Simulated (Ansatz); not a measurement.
Relaxation of CH$_{5}$BO (8 atoms, charge 0, multiplicity 1), to a largest force component of 0.02 eV/Å in at most 40 steps.

All numbers below come from Ansatz 0.2.0, RKS PBE0-D4/6-31G*.

```xyz
8
Properties=species:S:1:pos:R:3:forces:R:3
B 0.000 0.000 0.000 -1.38 0.03 0.61
C 0.000 0.000 1.600 -0.21 -0.58 -0.66
H -1.000 -0.309 1.970 0.46 0.26 0.11
H 0.768 -0.711 1.970 -0.25 0.46 0.08
H 0.232 1.020 1.970 -0.03 -0.44 -0.06
H 1.030 0.000 -0.595 0.20 0.35 -0.39
O -1.221 0.000 -0.705 0.56 -2.03 0.33
H -1.731 -0.847 -0.496 0.65 1.95 -0.03
```

Q: Where does it end, and by what steps?

A: The forces met the threshold. After 9 steps the energy has fallen by 0.657 eV; O7 moved furthest, 0.41 Å.

| step | energy less start (eV) | largest force component (eV/Å) | accepted |
| --- | --- | --- | --- |
| 0 | 0.0000 | 2.034 | yes |
| 1 | -0.2801 | 2.445 | yes |
| 2 | -0.4414 | 2.900 | yes |
| 3 | -0.6197 | 0.761 | yes |
| 4 | -0.6289 | 0.555 | yes |
| 5 | -0.6555 | 0.091 | yes |
| 6 | -0.6563 | 0.081 | yes |
| 7 | -0.6565 | 0.036 | yes |
| 8 | -0.6566 | 0.020 | yes |
| 9 | -0.6566 | 0.007 | yes |

```xyz
8
Properties=species:S:1:pos:R:3
B 0.018 -0.043 -0.016
C -0.039 -0.040 1.555
H -1.010 -0.314 1.986
H 0.717 -0.725 1.961
H 0.232 0.953 1.938
H 1.026 0.231 -0.612
O -1.040 -0.348 -0.809
H -1.826 -0.561 -0.288
```

Whether the end is a true minimum wasn't checked by a vibrational analysis.

Run time: 18 s on 1 thread of AMD EPYC 7R43 64-Core Processor (Zen 3), on a shared host, peak memory 0.14 GiB.
